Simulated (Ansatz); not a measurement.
**Si2, triplet in cc-pVTZ: errors against UCCSDT(Q)**

Geometry: a PBE0/def2-TZVP stationary point for this spin.

```xyz
2

Si    0.0000    0.0000    0.0000
Si    0.0000    0.0000    2.2547
```

Basis cc-pVTZ; Ansatz 0.2.0. Only valence electrons are correlated (noble-gas cores frozen), which leaves 8 electrons in 58 orbitals. R marks a restricted (for open shells ROHF) determinant, U an unrestricted one. Active spaces: valence = (8e, 8o) chosen from the atoms' valence shells.

Full CI isn't at hand for all of this; UCCSDT(Q) serves as the reference, and is uncertain by about the last step of the cluster series. The frozen core follows each run's orbitals, which can shift R against U totals by a few meV.

For open shells CISD is restricted-active-space CI with the open shells as a complete middle space.

```
UHF ⟨S²⟩                          : 2.018
T1 diagnostic (RCCSD)             : 0.0209
largest doubles amplitude (RCCSD) : 0.087
T1 diagnostic (UCCSD)             : 0.0190
```

Q: From what is known of these methods and the diagnostics, rank them by the size of their error in total energy against UCCSDT(Q) in cc-pVTZ, smallest first (an estimate: the text doesn't fix the numbers).
A. CASSCF (valence space)
B. RHF
C. UCCSD(T)
D. MRCISD+Q (valence space)
E. MRCISD (valence space)

A: D (0.37 kcal/mol), C (1.72 kcal/mol), E (9.04 kcal/mol), A (96.34 kcal/mol), B (129.66 kcal/mol).

All errors are against UCCSDT(Q) in cc-pVTZ. Within each family the higher level lies nearer, as is usual though not guaranteed.

Natural occupations of CASSCF (valence space) about the gap: 1.979 1.957 1.956 0.986 0.986 0.049 0.049 0.038; effectively unpaired electrons, Σ n²(2−n)², 2.04.

Atomization energy (electronic, same basis, no zero-point term; atoms at the same level, unrestricted beside the R rows where the molecule is a closed shell, with restricted open-shell steps beyond CCSDT(Q)) at UCCSDT(Q): 296.3 kJ/mol. Errors of other levels:

```
                   level  error (kJ/mol)
                     RHF          -113.1
                     UHF          -125.3
                    RMP2            -3.6
                    UMP2            -6.2
                    CISD           -55.7
                   RCCSD           -19.0
                   UCCSD           -19.6
                RCCSD(T)            -2.6
                UCCSD(T)            -3.0
                 BCCD(T)            -2.6
                  RCCSDT            -1.8
                  UCCSDT            -1.9
               RCCSDT(Q)             0.2
  CASSCF (valence space)           -43.4
  NEVPT2 (valence space)            -6.2
  MRCISD (valence space)           -21.9
MRCISD+Q (valence space)            -6.0
```

This basis is far from its limit, so the value isn't to be set against a measured one. Truncated CI isn't size-consistent, which counts against it in atomization.
